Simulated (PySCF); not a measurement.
One of the candidates below gave these computed data.

All candidates are C5H12O.

- UV, strongest line: among the 8 lowest singlet transitions: S3 at 8.33 eV (149 nm, f = 0.045) [TDDFT wB97X-D/def2-SVPD]
- Triplet: lowest triplet excitation (Tamm–Dancoff): 7.38 eV [TDA wB97X-D/def2-SVPD]
- Dipole: 1.20 D [wB97X-D/def2-SVPD]
- Rotational structure: rotational constants A, B, C: 4.572, 2.622, 1.834 GHz [GFN2-xTB]
- UV, first state: lowest singlet excitation: 7.46 eV (166 nm, f = 0.010) [TDDFT wB97X-D/def2-SVPD]
- Polarisability: 67.5 au [wB97X-D/def2-SVPD]

Gas-phase values; electronic properties from PySCF, density fitting. Levels stand in brackets. Geometry: GFN2-xTB, one conformer, isolated molecule.

Problem. Which candidate is it?
A. `COC(C)(C)C` (tert-butyl methyl ether)
B. `CC[C@H](C)OC` (s-BuOMe)
C. `CC(C)CCO` (3-methyl-1-butanol)

Solution. B. It is `CC[C@H](C)OC`. Numbering: `[CH3:1][CH2:2][C@H:3]([CH3:4])[O:5][CH3:6]`. Its formula, C5H12O, gives 0 degrees of unsaturation, so no ring and no π bond. The optimised geometry has point group C1 and is an asymmetric top.

The others, at the same levels:
- `CC(C)CCO` fails: its computed lowest singlet excitation is 7.25 eV (171 nm, f = 0.007) (against 7.46 eV), lowest triplet excitation (Tamm–Dancoff) is 7.01 eV (against 7.38 eV) and strongest line among the 8 lowest singlet transitions is S8 at 9.45 eV (131 nm, f = 0.091) (against S3 at 8.33 eV).
- `COC(C)(C)C` fails: its computed strongest line among the 8 lowest singlet transitions is S8 at 9.36 eV (132 nm, f = 0.063) (against S3 at 8.33 eV) and smallest rotational constant is 2.725 GHz (against 1.834 GHz).

Each candidate is one conformer, not necessarily the lowest. Dipoles, sizes and rotational constants follow the conformer. The torsions of the flexible species, by atom-mapped SMILES:
- `[CH3:1][CH2:2][C@H:3]([CH3:4])[O:5][CH3:6]`: C1–C2–C3–C4 -170°, C2–C3–O5–C6 -160°
- `[CH3:1][CH:2]([CH3:3])[CH2:4][CH2:5][OH:6]`: C1–C2–C4–C5 173°, C2–C4–C5–O6 -175°, H–O6–C5–C4 56°
- `[CH3:1][O:2][C:3]([CH3:4])([CH3:5])[CH3:6]`: C1–O2–C3–C4 62°
